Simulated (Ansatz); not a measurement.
Ideal-gas functions of `[N]=O` radical at 298.15 K and 1 bar, from an Ansatz frequency run at PBE0-D4/def2-TZVP.

Molar mass 30.01 g/mol, point group C∞v (symmetry number 1), electronic degeneracy 4, moments of inertia 9.701 u Å². Harmonic wavenumbers (cm⁻¹, unscaled): 2031.

Use S(trans) = R[1.5 ln M + 2.5 ln T − 1.1517]; rotational temperatures θ = 24.2544 K / I; S(rot) = R[ln(T/σθ) + 1]; for each mode x = 1.438777 ν̃/T, S = R[x/(eˣ − 1) − ln(1 − e⁻ˣ)] and H = RT x/(eˣ − 1); 1 cm⁻¹ = 0.0119627 kJ/mol; R = 8.31446 J/(mol·K).

Q: By hand: the entropy, in J/(mol·K).

A: Translation 151.3. Rotation: θ = 2.5002 K, giving 48.1. Vibration, mode by mode: 0.00, in all 0.0. Electronic 11.5. Sum 210.9 J/(mol·K).

Q: By hand: H − E and G − E in kJ/mol, counted from the electronic energy.

A: Zero-point energy ½ × 2031 × 0.0119627 = 12.1; thermal vibration 0.0; translation, rotation and pV give 3.5 RT = 8.7. H − E = 20.8 kJ/mol, and G − E = 20.8 − 298.15 × 210.9/1000 = -42.1 kJ/mol.

Vibration gives 0 % of the entropy; all modes have x over 3 and are hardly excited.
